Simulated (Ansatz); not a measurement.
CH₅OSi (charge -1), SMILES CO[SiH2-], harmonic frequencies at the relaxed geometry

With Ansatz's Python interface.

Run as a notebook:

**Cell 1**
```python
import ansatz as az
import numpy as np
```

**Cell 2**
```python
GEOMETRY = '''
C     1.04440    0.09130   -0.10360
O     0.04610   -0.80360   -0.56910
Si   -1.53360   -0.52740   -0.12280
H     0.86840    1.10900   -0.47050
H     1.10270    0.08740    0.99090
H     2.01050   -0.24460   -0.49330
H    -1.92540    0.82490   -0.58990
H    -1.61310   -0.53700    1.35840
'''
```

**Cell 3**
```python
ch5osi = az.Crystal.molecule()
for line in GEOMETRY.strip().splitlines():
    symbol, *xyz = line.split()
    ch5osi = ch5osi.atom(symbol, [float(v) for v in xyz])
```

**Cell 4**
```python
base = (
    ch5osi.calculation()
    .basis(gaussian='cc-pVDZ')
    .functional('hf')
    .charge(-1)
)
symbols = [site.symbol for site in ch5osi.cartesian_sites]
start = np.array([site.position_ang for site in ch5osi.cartesian_sites], dtype=float)
report = base.relax(force_tolerance=0.003, max_steps=100).run(threads=1).report
end = np.array(report['positions_ang'])

print('final positions (A) and the move of each atom')
for symbol, xyz, old in zip(symbols, end, start):
    print(f'{symbol:2s} {xyz[0]:10.5f} {xyz[1]:10.5f} {xyz[2]:10.5f}   {np.linalg.norm(xyz - old):7.4f}')
```
Output:
```text
final positions (A) and the move of each atom
C     1.01139    0.06927   -0.11370    0.0409
O     0.07827   -0.81847   -0.58467    0.0387
Si   -1.65257   -0.67030   -0.20363    0.2028
H     0.82366    1.10252   -0.44797    0.0505
H     1.05373    0.09931    0.98716    0.0505
H     2.01660   -0.21087   -0.47067    0.0411
H    -1.81335    0.85880   -0.50524    0.1445
H    -1.51773   -0.43025    1.33882    0.1445
```

**Cell 5**
```python
minimum = az.Crystal.molecule()
for symbol, place in zip(symbols, end):
    minimum = minimum.atom(symbol, place.tolist())
vibrating = (
    minimum.calculation()
    .basis(gaussian='cc-pVDZ')
    .functional('hf')
    .charge(-1)
    .phonons(temperatures=(100, 500, 100))
)
vib = vibrating.run(threads=1).report['vibrations']
sums = vib['harmonic_sums']
modes = [m['omega_inv_cm'] for m in sums['modes_at_gamma'] if m['rigid_motion'] == 'no']
for number, w in enumerate(modes, start=1):
    print(f'mode {number:2d} {w:9.1f} 1/cm {w / 8065.544 * 1000:8.2f} meV')
print('imaginary modes:', sum(w < 0 for w in modes), ' zero-point energy:', round(sums['zero_point_energy_ev'], 4), 'eV')
print('T (K)   F_vib (eV)   S_vib (meV/K)   C_vib (meV/K)')
for row in zip(sums['temperatures_k'], sums['vibrational_free_energy_ev'], vib['entropy_ev_per_k'], vib['heat_capacity_ev_per_k']):
    print(f'{row[0]:6.1f} {row[1]:11.4f} {1000 * row[2]:13.4f} {1000 * row[3]:15.4f}')
```
Output:
```text
mode  1     142.6 1/cm    17.68 meV
mode  2     232.2 1/cm    28.79 meV
mode  3     307.9 1/cm    38.18 meV
mode  4     642.9 1/cm    79.71 meV
mode  5     817.8 1/cm   101.39 meV
mode  6     901.2 1/cm   111.74 meV
mode  7    1047.3 1/cm   129.85 meV
mode  8    1241.6 1/cm   153.94 meV
mode  9    1269.9 1/cm   157.45 meV
mode 10    1293.2 1/cm   160.34 meV
mode 11    1581.4 1/cm   196.06 meV
mode 12    1582.7 1/cm   196.24 meV
mode 13    1601.4 1/cm   198.54 meV
mode 14    1842.6 1/cm   228.46 meV
mode 15    1886.3 1/cm   233.87 meV
mode 16    3066.8 1/cm   380.23 meV
mode 17    3097.4 1/cm   384.03 meV
mode 18    3105.1 1/cm   384.99 meV
imaginary modes: 0  zero-point energy: 1.5907 eV
T (K)   F_vib (eV)   S_vib (meV/K)   C_vib (meV/K)
 100.0      1.5891        0.0573          0.1195
 200.0      1.5772        0.1805          0.2435
 300.0      1.5531        0.3023          0.3689
 400.0      1.5167        0.4272          0.5070
 500.0      1.4676        0.5549          0.6403
```

Notes:
- The frequencies are harmonic and unscaled, in a modest basis. The result belongs to the one conformer reached from this start, and soft torsions count as harmonic oscillators.
- Anions want diffuse functions, which this basis lacks.
- The whole script took 42 s on 1 thread of Arm Neoverse V2, on a shared host, peak memory 0.2 GiB.

(Lines on the test bed's own set-up are left out of the output.)
